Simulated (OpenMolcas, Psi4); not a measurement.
## Predicting a hybrid from its neighbours: SO2 (sulfur dioxide)

SO2: 3 atoms, total charge 0, spin state singlet. SMILES: `O=S=O`. The coordinates come from a PBE0-D4/def2-TZVP relaxation.

The electronic atomisation energy y, in eV, basis def2-TZVPP; a is the functional's share of exact exchange. Programs: OpenMolcas 26.06, Psi4 1.11.

| functional | program | a | y (eV) |
| --- | --- | --- | --- |
| TPSS | Psi4 | 0 | 11.07 |
| PBE | OpenMolcas | 0 | 12.05 |
| B3LYP | Psi4 | 0.2 | ? |
| PBE0 | Psi4 | 0.25 | 10.89 |
| BHLYP | Psi4 | 0.5 | 9.40 |

Question: Fit y = c + s·a to the known rows and predict B3LYP.

Answer: 
1. Means of the 4 rows: a = 0.1875, y = 10.853.
2. Σ(Δa)² = 0.17188, Σ(Δa·Δy) = -0.71688, so the slope is -0.71688/0.17188 = -4.1708.
3. Intercept: 10.853 − (-4.1708) × 0.1875 = 11.635. The largest residual of the fit is 0.56.
4. B3LYP: 11.635 + (-4.1708) × 0.2 = 10.80 eV.

The run gave 10.81 eV, so the prediction is off by -0.01 eV, within the scatter of the fit. The rows mix families of semi-local functionals, which the line can't see.
